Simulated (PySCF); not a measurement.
## Core-level binding energies of `[C-]#[N+]C(C)C`

Compound: C4H7N.
Numbering: `[C-:1]#[N+:2][CH:3]([CH3:4])[CH3:5]`

Method used: PySCF, delta-SCF UKS SCAN, pcX-2 on the ionised atom, pcseg-1 elsewhere, spin-free X2C. These are vertical core ionisation energies against the vacuum level, from separate self-consistent calculations with and without the core hole.

Problem. Give the core binding energies atom by atom.

Solution. 
| atom(s) | bonded to | level | binding energy (eV) | above the level's lowest (eV) | count |
| --- | --- | --- | --- | --- | --- |
| C4/C5 | C and 3 H | C 1s | 291.15 | 0.00 | 2 |
| C1 | N (triple bond) | C 1s | 291.74 | +0.59 | 1 |
| C3 | N, 2 C and H | C 1s | 292.87 | +1.72 | 1 |
| N2 | C (triple bond) and C | N 1s | 406.15 | 0.00 | 1 |

Lowest listed C 1s: C4/C5, bonded to C and 3 H. Highest, 1.72 eV above it: C3, bonded to N, 2 C and H. The widest gap between neighbouring values is 1.13 eV, between 291.74 and 292.87 eV. Summing the Pauling electronegativity differences to the bonded atoms, each weighted by its formal bond order, gives -1.05 for the lowest site and +0.14 for the highest; the largest sum, +1.47, belongs to C1, 1.13 eV below the top.

Problem. Express the binding energy of C 1s of C3 in atomic units and per mole.

Solution. 292.87 eV = 10.7628 Eh = 28258 kJ/mol.

The first atom of each set that the bonding makes equivalent was ionised and stands for the set. Geometry: GFN2-xTB; no solvent, vibrations or thermal averaging.
